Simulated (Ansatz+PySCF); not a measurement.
Results of a calculation; reference values are marked as such.
## PySCF 2.14.0 run

```python
from pyscf import gto, scf

mol = gto.M(atom="""
C 0.000000 0.000000 -0.759560
C 0.000000 0.000000 3.797810
H 0.000000 -1.023960 -1.165110
H -0.886780 0.511980 -1.165110
H 0.886780 0.511980 -1.165110
H 0.000000 1.023960 4.203360
H -0.886780 -0.511980 4.203360
H 0.886780 -0.511980 4.203360
""", basis='sto-3g', charge=0, spin=0)
mf = scf.UHF(mol)
mf.kernel()
print(mf.converged, mf.e_tot, mf.spin_square()[0])
```

The script is written out from the run's settings.

The run gave:

- Converged: yes
- Total energy: -77.85004 hartree
- Spin squared of the determinant: 0.000
- Cycles: 8

This is not the lowest solution: another run reaches a determinant 7.63 eV lower.
